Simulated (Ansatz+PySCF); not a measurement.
The numbers below are computed, except where a source is named.
Several solutions for triplet NH

```xyz
2

N     0.0000    0.0000   -0.2748
H     0.0000    0.0000    1.9235
```

Basis set: 6-31G (spherical functions). Charge 0, multiplicity 3.

PBE0 (unrestricted) was run from several starts with Ansatz (development build ahead of 0.2.0) and PySCF 2.14.0.

| run | program | start | converged | energy (hartree) | <S²> |
| --- | --- | --- | --- | --- | --- |
| A | Ansatz | stability test followed | yes | -55.03244 | 2.82 |
| B | PySCF | program defaults | yes | -54.99032 | 2.67 |
| C | Ansatz | search for the lowest state | yes | -55.03244 | 2.82 |
| D | Ansatz | atomic start, no search | yes | -55.03244 | 2.82 |

**Question.** Which runs reached the lowest solution of this kind, and what is wrong with the others?

**Answer.** A, C, D reached the lowest solution found. Converged but too high: B by 1.15 eV. Convergence only shows a stationary point, and even a stable one can lie too high; stability tests and further starts are what find lower ones. Caution: charge can spread falsely over distant fragments. Caution: the unrestricted determinant is a mixture of spin states.
